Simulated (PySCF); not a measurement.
One molecule, many functionals

Methyl propyl ether, C₄H₁₀O.
InChI=1S/C4H10O/c1-3-4-5-2/h3-4H2,1-2H3

Linear-response calculations in the def2-SVPD basis (PySCF; singlets by full response, triplets Tamm–Dancoff, core orbitals frozen in the response; HF means time-dependent Hartree–Fock). 'Strongest' is the level of largest summed f among the singlets computed (10 roots, of which the last may lack a degenerate partner); it can jump between rows when another state enters that window. S1 is the lowest singlet of each run and needn't be the same state throughout; f(S1) is that of one state. Isolated species at its PBE0-D3(BJ)/def2-SVP geometry (one conformer only).

```csv
functional,kind,S1 (eV),f(S1),strongest (eV),T1 (eV),HOMO (eV),gap (eV),"ionisation energy, ΔSCF (eV)"
LDA,LDA,5.99,0.021,7.14,5.90,-5.94,5.97,9.50
PBE,GGA,5.99,0.017,7.13,5.88,-5.85,5.96,9.40
B3LYP,"global hybrid, 20% exact exchange",6.74,0.029,7.92,6.60,-7.20,7.70,9.74
PBE0,"global hybrid, 25% exact exchange",7.00,0.032,8.21,6.80,-7.42,8.22,9.68
BHandHLYP,"global hybrid, 50% exact exchange",7.72,0.038,9.02,7.50,-8.97,10.24,9.75
CAM-B3LYP,range-separated hybrid,7.17,0.031,8.43,6.98,-8.88,10.30,9.84
wB97X-D,range-separated hybrid,7.40,0.035,8.69,7.33,-9.34,11.79,9.79
LC-wPBE,range-separated hybrid,7.72,0.031,9.03,7.45,-10.16,12.67,9.93
HF,Hartree–Fock,9.07,0.061,10.46,8.57,-11.43,14.18,not settled
```

S1 runs from 5.99 eV (LDA) to 9.07 eV (HF), a spread of 3.08 eV, while the orbital gap spreads over 8.2 eV. Along PBE (0%), B3LYP (20%), PBE0 (25%), BHandHLYP (50%), HF (100%) S1 rises with the share of exact exchange. −ε(HOMO) comes closest to its own ΔSCF ionisation energy with LC-wPBE (+0.24 eV) and misses most with LDA (-3.55 eV). 'Not settled' means that the ion's SCF failed to converge or may have ended in another state than the lowest.
